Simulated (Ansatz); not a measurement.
Geometry optimisation, RKS PBE-D4/def2-SVPD (Ansatz 0.2.0).

Input:

```yaml
crystal:
  periodic: [false, false, false]
  atoms:
    - { symbol: Al, position_ang: [0.299492, -0.00123, -0.062877] }
    - { symbol: O, position_ang: [0.817376, -0.138883, 1.603591] }
    - { symbol: H, position_ang: [0.259689, -0.235159, 2.393301] }
    - { symbol: H, position_ang: [1.806785, 0.093469, -0.415052] }
    - { symbol: H, position_ang: [-1.157242, 0.000403, -0.701563] }
basis:
  gaussian: { orbitals: def2-SVPD }
hamiltonian:
  xc: pbe
  dispersion: d4
relax:
  f_tol: 0.03
  max_steps: 50
output:
  orbitals: {}
```

Launched with:

```bash
$ ansatz run input.yaml --threads 2 --pin off --max-ram 3072MiB --backend cpu --events-out ev --progress --plain --runs-dir out
```

**Question.** Where does it end, and by what steps?

**Answer.** The run converged. After 5 steps the energy has fallen by 0.423 eV; H4 moved furthest, 0.42 Å.

```json
{"step": "0", "energy less start (eV)": "0.0000", "largest force component (eV/Å)": "1.281", "accepted": "yes"}
{"step": "1", "energy less start (eV)": "-0.2936", "largest force component (eV/Å)": "0.595", "accepted": "yes"}
{"step": "2", "energy less start (eV)": "-0.4034", "largest force component (eV/Å)": "0.376", "accepted": "yes"}
{"step": "3", "energy less start (eV)": "-0.4194", "largest force component (eV/Å)": "0.312", "accepted": "yes"}
{"step": "4", "energy less start (eV)": "-0.4225", "largest force component (eV/Å)": "0.131", "accepted": "yes"}
{"step": "5", "energy less start (eV)": "-0.4229", "largest force component (eV/Å)": "0.010", "accepted": "yes"}
```

```xyz
5
Properties=species:S:1:pos:R:3
Al 0.477 -0.004 0.041
O 0.743 -0.155 1.751
H 0.020 -0.245 2.391
H 1.797 0.132 -0.830
H -1.011 -0.009 -0.535
```

Time of the run: 5.6 s on 2 threads of Arm Neoverse V1 (shared host), peak memory 0.11 GiB.
